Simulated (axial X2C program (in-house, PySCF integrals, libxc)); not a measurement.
## Potential curves of SiCl, with spin–orbit coupling

Computed with an in-house all-electron X2C program for linear molecules (integrals from PySCF). Two-component (2c) means X2C with spin–orbit coupling and atomic mean-field two-electron Coulomb and Gaunt terms. Basis: Cl dyall-v3z [8s7p2d1f], Si dyall-v3z [8s7p2d1f] (cores contracted in-house); Gaussian nuclei, density fitting, unrestricted open shells. Masses: Cl 34.969 u, Si 27.977 u.

State: Ω = 1/2 (⟨Sz⟩ = -0.50, ⟨Lz⟩ = 1.00 at HF). Energies in kJ/mol from the fragments at the same level (Cl + Si). Fits are polynomials in 1 − R0/R over 0.85 to 1.23 times the lowest point R0.

```
 R (Å)       HF   r2SCAN      M06     PBE0
1.8105  -184.82  -328.82  -346.76  -333.48
1.8937  -237.43  -379.23  -397.64  -383.66
1.9561  -260.11  -400.64  -419.44  -404.93
2.0186  -272.14  -411.70  -430.84  -415.84
2.0810  -276.05  -414.86  -434.21  -418.82
2.1538  -272.96  -411.11  -430.62  -414.87
2.2267  -263.86  -401.57  -421.05  -405.05
2.3203  -246.17  -383.53  -402.81  -386.58
2.4348  -218.88  -356.13  -374.94  -358.50
2.6012  -174.02  -311.68  -329.66  -312.75
```

One determinant describes the state; a PBE0 search over occupations chose it and may have missed a lower one. Dissociation energies refer to the lowest single-determinant-based atoms at the same level and basis. Density functionals use the spin component along the axis (collinear). In 2c an atomic determinant is not the ground J level, so De misses part of the atomic spin–orbit lowering. This holds for r2SCAN, M06, PBE0. Without a current term, density functionals place determinants with orbital angular momentum somewhat too high.

(1) Fit the HF curve near its minimum: give the equilibrium distance, the harmonic wavenumber and the well depth.

(2) What are Re, ωe and De at the r2SCAN level?

(3) Fit the M06 curve near its minimum: give the equilibrium distance, the harmonic wavenumber and the well depth.

(4) Fit the PBE0 curve near its minimum: give the equilibrium distance, the harmonic wavenumber and the well depth.

Answers

(1) At HF, 2c: Re = 2.087 Å, ωe ≈ 526 cm⁻¹, De = 2.86 eV to Cl + Si; Be follows as 0.249 cm⁻¹.

(2) At r2SCAN, 2c: Re = 2.080 Å, ωe ≈ 526 cm⁻¹, De = 4.30 eV to Cl + Si; Be follows as 0.251 cm⁻¹.

(3) At M06, 2c: Re = 2.082 Å, ωe ≈ 529 cm⁻¹, De = 4.50 eV to Cl + Si; Be follows as 0.25 cm⁻¹.

(4) At PBE0, 2c: Re = 2.078 Å, ωe ≈ 530 cm⁻¹, De = 4.34 eV to Cl + Si; Be follows as 0.251 cm⁻¹.
